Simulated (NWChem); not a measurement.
Molecule: LiF; SMILES [Li][F]

```xyz
2

Li     0.0000     0.0000    -1.1492
F      0.0000     0.0000     0.3831
```
Atoms are numbered in this order, from 1.

Computed with NWChem. Pople sets run with spherical d functions. All runs use the structure optimised with PBE0/def2-SVP.

**Question.** Taking B3LYP/def2-QZVP as the yardstick, which of these has the fewest basis functions while keeping “highest occupied level (eV)” within 0.1 eV of it: B3LYP/6-31+G*; B3LYP/6-311G**; B3LYP/def2-TZVPD; B3LYP/3-21G; B3LYP/STO-3G; B3LYP/6-311++G**; B3LYP/6-31G*?

**Answer.** B3LYP/6-31+G*.
| level | basis functions | highest occupied level (eV) |
|---|---|---|
| B3LYP/STO-3G | 10 | -5.43 |
| B3LYP/3-21G | 18 | -6.88 |
| B3LYP/6-31G* | 28 | -7.25 |
| B3LYP/6-31+G* | 36 | -7.76 |
| B3LYP/6-311G** | 36 | -7.46 |
| B3LYP/6-311++G** | 44 | -7.84 |
| B3LYP/def2-TZVPD | 57 | -7.81 |
| B3LYP/def2-QZVP | 92 | -7.79 |

The yardstick is one finite set, not the basis-set limit.
